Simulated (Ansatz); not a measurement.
Basis-set extrapolation for H6N2Si, SMILES `N[SiH2]N` (PBE0-D4/def2-TZVP geometry, frozen core, Ansatz 0.2.0). Multiplicity 1, RHF reference.

```json
{"": "HF", "cc-pV(T+d)Z": "-401.450295", "cc-pV(Q+d)Z": "-401.463933"}
{"": "MP2 correlation", "cc-pV(T+d)Z": "-0.562448", "cc-pV(Q+d)Z": "-0.603228"}
{"": "CCSD(T) correlation", "cc-pV(T+d)Z": "-0.615251", "cc-pV(Q+d)Z": "-0.652232"}
```

Energies in hartree. Use E(X) = E(∞) + A·exp(−5.46·√X) for Hartree–Fock and E(X) = E(∞) + B·X^(−3.05) for correlation, with X = 3 and 4.

Problem. What is the CCSD(T) energy at the basis-set limit?

Solution. HF limit: -401.463933 + (-0.013638) × 0.30130 = -401.46804. Correlation limit: -0.652232 + (-0.036981) × 0.71189 = -0.67856. Total: -402.14660 hartree, 50.9 kcal/mol below CCSD(T)/cc-pV(T+d)Z.
